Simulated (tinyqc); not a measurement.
Worked calculation: CIS on RHF in the sto-6g basis, for OH-, spin multiplicity 1. The basis has no diffuse functions, so it cannot describe the extra electron: this is an exercise in the method, not the real anion. Computed by tinyqc, a small Python program that keeps every step (integrals from PySCF). Settings: charge = -1, multiplicity = 1, basis = sto-6g, method = RHF, energy threshold = 1e-10, iteration cap = 62, orthogonalisation = symmetric, start = atomic densities, DIIS depth = 6. Command: `OMP_NUM_THREADS=1 python tinyqc.py 26858 26859 out.jsonl` (the two numbers bound the seeds that draw the settings). One thread of a shared host (Intel(R) Xeon(R) Processor @ 2.60GHz), about 0.1 s of CPU time with the checks. The early iterations of the SCF are left out here.

## One-electron integrals

Geometry (angstrom):
```
atom         x         y         z
O     0.000000  0.000000  0.000000
H     0.000000  0.000000  1.271000
```

Basis sto-6g: exponents (1/bohr^2) and contraction coefficients of normalised primitives:
```
element  l (shell)     exponent  coefficient
O            s (1)  1355.584234     0.009164
O            s (1)   248.544885     0.049361
O            s (1)    69.533902     0.168538
O            s (1)    23.886772     0.370563
O            s (1)     9.275933     0.416492
O            s (1)     3.820341     0.130334
O            s (2)    52.187762    -0.013253
O            s (2)    10.329320    -0.046992
O            s (2)     3.210345    -0.033785
O            s (2)     1.235135     0.250242
O            s (2)     0.536420     0.595117
O            s (2)     0.245881     0.240706
O            p (3)    52.187762     0.003760
O            p (3)    10.329320     0.037679
O            p (3)     3.210345     0.173897
O            p (3)     1.235135     0.418036
O            p (3)     0.536420     0.425860
O            p (3)     0.245881     0.101708
H            s (1)    35.523221     0.009164
H            s (1)     6.513144     0.049361
H            s (1)     1.822143     0.168538
H            s (1)     0.625955     0.370563
H            s (1)     0.243077     0.416492
H            s (1)     0.100112     0.130334
```

Overlap, kinetic and nuclear-attraction integrals over the contracted functions; the nuclear repulsion is the sum of Za Zb / Rab.

nuclear repulsion = 3.33077709 hartree

overlap S, order 1O 1s, 1O 2s, 1O 2px, 1O 2py, 1O 2pz, 2H 1s:
$$\begin{pmatrix}
1.000000 & 0.231145 & 0.000000 & 0.000000 & 0.000000 & 0.026866 \\
0.231145 & 1.000000 & 0.000000 & 0.000000 & 0.000000 & 0.297411 \\
0.000000 & 0.000000 & 1.000000 & 0.000000 & 0.000000 & 0.000000 \\
0.000000 & 0.000000 & 0.000000 & 1.000000 & 0.000000 & 0.000000 \\
0.000000 & 0.000000 & 0.000000 & 0.000000 & 1.000000 & 0.275335 \\
0.026866 & 0.297411 & 0.000000 & 0.000000 & 0.275335 & 1.000000
\end{pmatrix}$$

kinetic energy T (hartree), order 1O 1s, 1O 2s, 1O 2px, 1O 2py, 1O 2pz, 2H 1s:
$$\begin{pmatrix}
29.327197 & -0.896024 & 0.000000 & 0.000000 & 0.000000 & -0.006466 \\
-0.896024 & 0.842618 & 0.000000 & 0.000000 & 0.000000 & 0.024358 \\
0.000000 & 0.000000 & 2.531309 & 0.000000 & 0.000000 & 0.000000 \\
0.000000 & 0.000000 & 0.000000 & 2.531309 & 0.000000 & 0.000000 \\
0.000000 & 0.000000 & 0.000000 & 0.000000 & 2.531309 & 0.102782 \\
-0.006466 & 0.024358 & 0.000000 & 0.000000 & 0.102782 & 0.768522
\end{pmatrix}$$

nuclear attraction V (hartree), order 1O 1s, 1O 2s, 1O 2px, 1O 2py, 1O 2pz, 2H 1s:
$$\begin{pmatrix}
-61.674662 & -6.247518 & 0.000000 & 0.000000 & -0.009315 & -0.829581 \\
-6.247518 & -9.415923 & 0.000000 & 0.000000 & -0.109851 & -2.041261 \\
0.000000 & 0.000000 & -9.394950 & 0.000000 & 0.000000 & 0.000000 \\
0.000000 & 0.000000 & 0.000000 & -9.394950 & 0.000000 & 0.000000 \\
-0.009315 & -0.109851 & 0.000000 & 0.000000 & -9.456676 & -1.675215 \\
-0.829581 & -2.041261 & 0.000000 & 0.000000 & -1.675215 & -4.536019
\end{pmatrix}$$

core Hamiltonian H = T + V (hartree), order 1O 1s, 1O 2s, 1O 2px, 1O 2py, 1O 2pz, 2H 1s:
$$\begin{pmatrix}
-32.347465 & -7.143542 & 0.000000 & 0.000000 & -0.009315 & -0.836047 \\
-7.143542 & -8.573304 & 0.000000 & 0.000000 & -0.109851 & -2.016903 \\
0.000000 & 0.000000 & -6.863641 & 0.000000 & 0.000000 & 0.000000 \\
0.000000 & 0.000000 & 0.000000 & -6.863641 & 0.000000 & 0.000000 \\
-0.009315 & -0.109851 & 0.000000 & 0.000000 & -6.925367 & -1.572433 \\
-0.836047 & -2.016903 & 0.000000 & 0.000000 & -1.572433 & -3.767497
\end{pmatrix}$$

## Two-electron integrals

Functions are numbered as in S; the eight-fold symmetry (ij|kl) = (ji|kl) = (kl|ij) leaves the list below.

Two-electron integrals (ij|kl) in chemists' order, unique and non-zero (hartree):
```
(11|11) 4.787491   (21|11) 0.675884   (21|21) 0.121505   (22|11) 1.117379
(22|21) 0.249212   (22|22) 0.817383   (31|31) 0.025762   (32|31) 0.039145
(32|32) 0.180664   (33|11) 1.117381   (33|21) 0.249212   (33|22) 0.817382
(33|33) 0.880663   (41|41) 0.025762   (42|41) 0.039145   (42|42) 0.180664
(43|43) 0.047461   (44|11) 1.117381   (44|21) 0.249212   (44|22) 0.817382
(44|33) 0.785741   (44|44) 0.880663   (51|51) 0.025762   (52|51) 0.039145
(52|52) 0.180664   (53|53) 0.047461   (54|54) 0.047461   (55|11) 1.117381
(55|21) 0.249212   (55|22) 0.817382   (55|33) 0.785741   (55|44) 0.785741
(55|55) 0.880663   (61|11) 0.083446   (61|21) 0.014395   (61|22) 0.028936
(61|33) 0.028876   (61|44) 0.028876   (61|51) 0.000706   (61|52) 0.001390
(61|55) 0.029057   (61|61) 0.001738   (62|11) 0.228586   (62|21) 0.051822
(62|22) 0.191522   (62|33) 0.188205   (62|44) 0.188205   (62|51) 0.004169
(62|52) 0.032348   (62|55) 0.198155   (62|61) 0.006190   (62|62) 0.059057
(63|31) 0.005406   (63|32) 0.031557   (63|53) 0.006488   (63|63) 0.007776
(64|41) 0.005406   (64|42) 0.031557   (64|54) 0.006488   (64|64) 0.007776
(65|11) 0.177550   (65|21) 0.040778   (65|22) 0.160561   (65|33) 0.153665
(65|44) 0.153665   (65|51) 0.008171   (65|52) 0.056309   (65|55) 0.174353
(65|61) 0.005063   (65|62) 0.060130   (65|65) 0.068153   (66|11) 0.411885
(66|21) 0.095078   (66|22) 0.403910   (66|33) 0.389467   (66|44) 0.389467
(66|51) 0.008635   (66|52) 0.094537   (66|55) 0.432795   (66|61) 0.011424
(66|62) 0.168212   (66|65) 0.194624   (66|66) 0.774999
```

## Orthogonalisation

S = U s U^T; symmetric (Loewdin) form X = U s^(-1/2) U^T, so that X^T S X = 1.

eigenvalues of S: [0.565945, 0.845964, 1.000000, 1.000000, 1.133161, 1.454930]

X, order 1O 1s, 1O 2s, 1O 2px, 1O 2py, 1O 2pz, 2H 1s:
$$\begin{pmatrix}
1.021378 & -0.123846 & 0.000000 & 0.000000 & -0.003825 & 0.015036 \\
-0.123846 & 1.060442 & 0.000000 & 0.000000 & 0.035819 & -0.169643 \\
0.000000 & 0.000000 & 1.000000 & 0.000000 & 0.000000 & 0.000000 \\
0.000000 & 0.000000 & 0.000000 & 1.000000 & 0.000000 & 0.000000 \\
-0.003825 & 0.035819 & 0.000000 & 0.000000 & 1.032411 & -0.154079 \\
0.015036 & -0.169643 & 0.000000 & 0.000000 & -0.154079 & 1.070729
\end{pmatrix}$$

## Iteration 7 (converged): orbitals

converged F (hartree), order 1O 1s, 1O 2s, 1O 2px, 1O 2py, 1O 2pz, 2H 1s:
$$\begin{pmatrix}
-19.761311 & -4.799238 & 0.000000 & 0.000000 & -0.014540 & -0.563953 \\
-4.799238 & -1.708560 & 0.000000 & 0.000000 & 0.014243 & -0.428341 \\
0.000000 & 0.000000 & 0.179322 & 0.000000 & 0.000000 & 0.000000 \\
0.000000 & 0.000000 & 0.000000 & 0.179322 & 0.000000 & 0.000000 \\
-0.014540 & 0.014243 & 0.000000 & 0.000000 & 0.535510 & -0.253754 \\
-0.563953 & -0.428341 & 0.000000 & 0.000000 & -0.253754 & 0.079957
\end{pmatrix}$$

Diagonalise F' = X^T F X, C = X C', fill 5 alpha and 5 beta electrons from the bottom; D = 2 C_occ C_occ^T. Each column has its largest component positive (the first on a tie).

F' = X^T F X (hartree):
$$\begin{pmatrix}
-19.442845 & -2.465950 & 0.000000 & 0.000000 & -0.036241 & -0.052061 \\
-2.465950 & -0.826150 & 0.000000 & 0.000000 & 0.113168 & -0.292196 \\
0.000000 & 0.000000 & 0.179322 & 0.000000 & 0.000000 & 0.000000 \\
0.000000 & 0.000000 & 0.000000 & 0.179322 & 0.000000 & 0.000000 \\
-0.036241 & 0.113168 & 0.000000 & 0.000000 & 0.657480 & -0.405904 \\
-0.052061 & -0.292196 & 0.000000 & 0.000000 & -0.405904 & 0.297215
\end{pmatrix}$$

orbital energies (hartree): MO1 -19.764368, MO2 -0.594928, MO3 0.079266, MO4 0.179322, MO5 0.179322, MO6 0.965731

coefficients C, order 1O 1s, 1O 2s, 1O 2px, 1O 2py, 1O 2pz, 2H 1s:
$$\begin{pmatrix}
0.996873 & -0.239280 & 0.069779 & 0.000000 & 0.000000 & -0.053952 \\
0.013462 & 0.964431 & -0.379724 & 0.000000 & 0.000000 & 0.308932 \\
0.000000 & 0.000000 & 0.000000 & 0.999606 & -0.028065 & 0.000000 \\
0.000000 & 0.000000 & 0.000000 & 0.028065 & 0.999606 & 0.000000 \\
0.001314 & -0.002124 & 0.481300 & 0.000000 & 0.000000 & 0.926960 \\
-0.002385 & 0.164698 & 0.773525 & 0.000000 & 0.000000 & -0.757452
\end{pmatrix}$$

D after iteration 7, order 1O 1s, 1O 2s, 1O 2px, 1O 2py, 1O 2pz, 2H 1s:
$$\begin{pmatrix}
2.111760 & -0.487692 & 0.000000 & 0.000000 & 0.070806 & 0.024380 \\
-0.487692 & 2.148996 & 0.000000 & 0.000000 & -0.369583 & -0.269837 \\
0.000000 & 0.000000 & 2.000000 & 0.000000 & 0.000000 & 0.000000 \\
0.000000 & 0.000000 & 0.000000 & 2.000000 & 0.000000 & 0.000000 \\
0.070806 & -0.369583 & 0.000000 & 0.000000 & 0.463312 & 0.743890 \\
0.024380 & -0.269837 & 0.000000 & 0.000000 & 0.743890 & 1.250945
\end{pmatrix}$$

Within a degenerate level the vectors are fixed only up to a rotation; this is one choice.

## Convergence

Stop when the energy changes by less than 1e-10 hartree and every element of the error matrix X^T (F D S - S D F) X is below 3e-06.

Course of the cycle:
```
iteration   E (hartree)     change  largest element of the error matrix
1          -79.76186303          -                             7.39e-01
2          -74.75861059   5.00e+00                             1.19e-01
3          -74.76773979  -9.13e-03                             6.95e-03
4          -74.76777779  -3.80e-05                             1.51e-03
5          -74.76777945  -1.66e-06                             3.07e-05
6          -74.76777945  -1.05e-09                             5.34e-08
7          -74.76777945  -5.68e-14                             2.49e-08
```

PySCF RHF in the same basis = -74.76777945 hartree

Converged in 7 iterations.

## Integrals over molecular orbitals

(pq|rs) = sum C_ip C_jq C_kr C_ls (ij|kl), one index at a time.

one-electron integrals over orbitals h = C^T H C (hartree):
$$\begin{pmatrix}
-32.334721 & 0.623150 & -0.178647 & 0.000000 & 0.000000 & 0.142313 \\
0.623150 & -7.204810 & 0.671664 & 0.000000 & 0.000000 & -0.700577 \\
-0.178647 & 0.671664 & -4.910355 & 0.000000 & 0.000000 & -1.570410 \\
0.000000 & 0.000000 & 0.000000 & -6.863641 & 0.000000 & 0.000000 \\
0.000000 & 0.000000 & 0.000000 & 0.000000 & -6.863641 & 0.000000 \\
0.142313 & -0.700577 & -1.570410 & 0.000000 & 0.000000 & -5.764754
\end{pmatrix}$$

Two-electron integrals over orbitals (pq|rs), unique and non-zero (hartree):
```
(11|11) 4.763624    (21|11) -0.464347   (21|21) 0.072569    (22|11) 1.078065
(22|21) -0.020236   (22|22) 0.748437    (31|11) 0.138411    (31|21) -0.021735
(31|22) 0.006843    (31|31) 0.013289    (32|11) -0.175183   (32|21) 0.006254
(32|22) -0.069329   (32|31) 0.009017    (32|32) 0.112494    (33|11) 0.660696
(33|21) -0.005171   (33|22) 0.552050    (33|31) -0.000325   (33|32) 0.026520
(33|33) 0.614694    (41|41) 0.026657    (42|41) 0.034595    (42|42) 0.161254
(43|41) -0.009373   (43|42) -0.038326   (43|43) 0.026624    (44|11) 1.117095
(44|21) -0.012504   (44|22) 0.777197    (44|31) 0.003596    (44|32) -0.094219
(44|33) 0.532117    (44|44) 0.880663    (51|51) 0.026657    (52|51) 0.034595
(52|52) 0.161254    (53|51) -0.009373   (53|52) -0.038326   (53|53) 0.026624
(54|54) 0.047461    (55|11) 1.117095    (55|21) -0.012504   (55|22) 0.777197
(55|31) 0.003596    (55|32) -0.094219   (55|33) 0.532117    (55|44) 0.785741
(55|55) 0.880663    (61|11) -0.108638   (61|21) 0.017188    (61|22) -0.003382
(61|31) 0.007002    (61|32) 0.020322    (61|33) -0.004310   (61|44) -0.002818
(61|55) -0.002818   (61|61) 0.025875    (62|11) 0.142379    (62|21) -0.004533
(62|22) 0.073012    (62|31) 0.015931    (62|32) 0.056418    (62|33) 0.002478
(62|44) 0.077211    (62|55) 0.077211    (62|61) 0.024226    (62|62) 0.112665
(63|11) 0.311447    (63|21) -0.004295   (63|22) 0.165036    (63|31) -0.002484
(63|32) -0.103499   (63|33) -0.021542   (63|44) 0.183285    (63|55) 0.183285
(63|61) -0.007942   (63|62) 0.017224    (63|63) 0.186650    (64|41) 0.007017
(64|42) 0.028652    (64|43) 0.015367    (64|64) 0.037818    (65|51) 0.007017
(65|52) 0.028652    (65|53) 0.015367    (65|65) 0.037818    (66|11) 0.944758
(66|21) -0.011173   (66|22) 0.676211    (66|31) 0.009493    (66|32) -0.000217
(66|33) 0.604582    (66|44) 0.670052    (66|55) 0.670052    (66|61) 0.008359
(66|62) 0.075849    (66|63) 0.080985    (66|66) 0.706430
```

## CIS matrix, singlets

A(ia,jb) = (e_a - e_i) d_ij d_ab + 2 (ia|jb) - (ij|ab).

CIS matrix A, singlet (hartree), order 1>6, 2>6, 3>6, 4>6, 5>6:
$$\begin{pmatrix}
19.837090 & 0.059626 & -0.025377 & 0.000000 & 0.000000 \\
0.059626 & 1.109779 & 0.034665 & 0.000000 & 0.000000 \\
-0.025377 & 0.034665 & 0.655182 & 0.000000 & 0.000000 \\
0.000000 & 0.000000 & 0.000000 & 0.191992 & 0.000000 \\
0.000000 & 0.000000 & 0.000000 & 0.000000 & 0.191992
\end{pmatrix}$$

## CIS singlet states

dipole integrals <i|r|a> (bohr), order 1>6, 2>6, 3>6, 4>6, 5>6:
$$\begin{pmatrix}
0.000000 & 0.000000 & 0.055906 \\
0.000000 & 0.000000 & 0.135204 \\
0.000000 & 0.000000 & -1.217781 \\
0.050416 & 0.001415 & 0.000000 \\
-0.001415 & 0.050416 & 0.000000
\end{pmatrix}$$

Diagonalise A (1 hartree = 27.211386 eV); each vector has its largest component positive (the first on a tie). The transition dipole is mu = sqrt2 sum c_ia <i|r|a>.

singlet excitation energies (eV): [5.224376, 5.224376, 17.755647, 30.265326, 539.800797]

lowest vectors, order 1>6, 2>6, 3>6, 4>6, 5>6:
$$\begin{pmatrix}
0.000000 & 0.000000 & 0.001555 & -0.003072 & 0.999994 \\
0.000000 & 0.000000 & -0.075793 & 0.997119 & 0.003181 \\
0.000000 & 0.000000 & 0.997122 & 0.075797 & -0.001317 \\
0.124851 & 0.992176 & 0.000000 & 0.000000 & 0.000000 \\
0.992176 & -0.124851 & 0.000000 & 0.000000 & 0.000000
\end{pmatrix}$$

oscillator strengths 2/3 w |mu|^2: [0.000651, 0.000651, 1.304361, 0.002658, 0.088793]

Within a degenerate level the vectors are fixed only up to a rotation; this is one choice.

## CIS matrix, triplets

A(ia,jb) = (e_a - e_i) d_ij d_ab - (ij|ab).

CIS matrix A, triplet (hartree), order 1>6, 2>6, 3>6, 4>6, 5>6:
$$\begin{pmatrix}
19.785341 & 0.011173 & -0.009493 & 0.000000 & 0.000000 \\
0.011173 & 0.884449 & 0.000217 & 0.000000 & 0.000000 \\
-0.009493 & 0.000217 & 0.281883 & 0.000000 & 0.000000 \\
0.000000 & 0.000000 & 0.000000 & 0.116357 & 0.000000 \\
0.000000 & 0.000000 & 0.000000 & 0.000000 & 0.116357
\end{pmatrix}$$

## CIS triplet states

Diagonalise A (1 hartree = 27.211386 eV); each vector has its largest component positive (the first on a tie).

triplet excitation energies (eV): [3.166238, 3.166238, 7.670290, 24.066896, 538.386868]

lowest vectors, order 1>6, 2>6, 3>6, 4>6, 5>6:
$$\begin{pmatrix}
0.000000 & 0.000000 & 0.000487 & -0.000591 & 1.000000 \\
0.000000 & 0.000000 & -0.000370 & 1.000000 & 0.000591 \\
0.000000 & 0.000000 & 1.000000 & 0.000370 & -0.000487 \\
0.158575 & 0.987347 & 0.000000 & 0.000000 & 0.000000 \\
0.987347 & -0.158575 & 0.000000 & 0.000000 & 0.000000
\end{pmatrix}$$

Within a degenerate level the vectors are fixed only up to a rotation; this is one choice.
